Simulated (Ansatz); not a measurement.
**BH₃S (triplet): wave-function methods side by side at distance B1–H4 along a hydrogen transfer = 1.290 Å, cc-pVDZ**

Aim: climb from Hartree-Fock through coupled cluster and multireference methods for BH₃S (triplet) at one geometry and basis, and see what each rung misses.

Computed with Ansatz 0.2.0, Gaussian basis. Level: cc-pVDZ, core rule «outside noble gas», up to 6 orbitals frozen.

Plan: UHF; CCSD(T) on ROHF; CCSD(T) on UHF; BCCD(T) on ROHF; CISD; CCSDT(Q) on ROHF; CCSDT(Q) on UHF; CASSCF and MRCISD+Q, 4 electrons in 4 orbitals; CASSCF and NEVPT2, 4 electrons in 4 orbitals; CASSCF and NEVPT2, 12 electrons in 11 orbitals.

11 further runs of the same task are left out: 5 for a known fault of the program, 2 for a mislabelled method, 4 that didn't finish.

### 1 What is computed

The geometry derives from fragments relaxed apart (PBE0/def2-TZVP) and kept rigid, so it is no stationary point. A hydrogen atom is moved between rigid fragments.

5 atoms, charge 0, spin multiplicity 3.

Atoms are counted from 1 here; the program's logs count them from 0.

Bond lengths: B1–H2 1.193 Å, B1–H3 1.193 Å, B1–H4 1.290 Å. Angles: H2–B1–H3 120.0°, H2–B1–H4 120.0°, H3–B1–H4 120.0°.

### 2 UHF

Contents of in.yaml:

```yaml
crystal:
  periodic: [false, false, false]
  atoms:
    - {symbol: B, position_ang: [-2.272526, 0.000000, 0.000000]}
    - {symbol: H, position_ang: [-2.869260, 1.033571, 0.000000]}
    - {symbol: H, position_ang: [-2.869260, -1.033571, 0.000000]}
    - {symbol: H, position_ang: [-0.982526, 0.000000, 0.000000]}
    - {symbol: S, position_ang: [0.977474, 0.000000, 0.000000]}
basis:
  gaussian: {orbitals: cc-pVDZ}
magnetization: {spin_polarized: true, initial_magnetization: 2}
hamiltonian: {xc: hf}
output: {orbitals: {seedname: orbitals}}
```

Run with:

```
> ansatz run in.yaml --threads 1 --pin off --events-out ev --progress --plain --max-ram 2393MiB
```

Further steps of the session: CCSD(T) on ROHF; CCSD(T) on UHF; BCCD(T) on ROHF; CISD; CCSDT(Q) on ROHF; CCSDT(Q) on UHF; CASSCF and MRCISD+Q, 4 electrons in 4 orbitals; CASSCF and NEVPT2, 4 electrons in 4 orbitals; CASSCF and NEVPT2, 12 electrons in 11 orbitals.

Before running them: what should the planned runs give, taken together? Wanted: UCCSDT(Q) below the RHF energy; RMP2 from UCCSDT(Q); UMP2 from UCCSDT(Q); RCCSD from UCCSDT(Q); RCCSD(T) from UCCSDT(Q); UCCSD(T) from UCCSDT(Q); RCCSDT(Q) from UCCSDT(Q); NEVPT2 pair from UCCSDT(Q); MRCISD+Q pair from UCCSDT(Q).

As calculated:

```
                         quantity                                                                  value
   UCCSDT(Q) below the RHF energy                                                             -6.4077 eV
              RMP2 from UCCSDT(Q)                                                            +1258.9 meV
              UMP2 from UCCSDT(Q)                                                            +1279.1 meV
             RCCSD from UCCSDT(Q)                                                             +126.0 meV
          RCCSD(T) from UCCSDT(Q)                                                              +27.0 meV
          UCCSD(T) from UCCSDT(Q)                                                              +26.4 meV
         RCCSDT(Q) from UCCSDT(Q)                                                               +0.3 meV
       NEVPT2 pair from UCCSDT(Q)                                                            +1244.5 meV
     MRCISD+Q pair from UCCSDT(Q)                                                              +12.7 meV
    NEVPT2 valence from UCCSDT(Q)                                                            +1283.2 meV
levels within 1 kcal/mol (43 meV)  RCCSD(T), UCCSD(T), BCCD(T), RCCSDT, UCCSDT, RCCSDT(Q), MRCISD+Q pair
                    T1 diagnostic                                                                  0.015
   effectively unpaired electrons                                                                   2.01
```

In words: RCCSD(T) misses by +27.0 meV, 0.4 % of the correlation energy. One determinant dominates. Of the multireference levels listed MRCISD+Q pair comes nearest in total energy (+12.7 meV), which doesn't show that its space is the better one. These misses are within one basis, not against nature; the frozen cores of restricted and unrestricted runs differ, which can shift their rows.
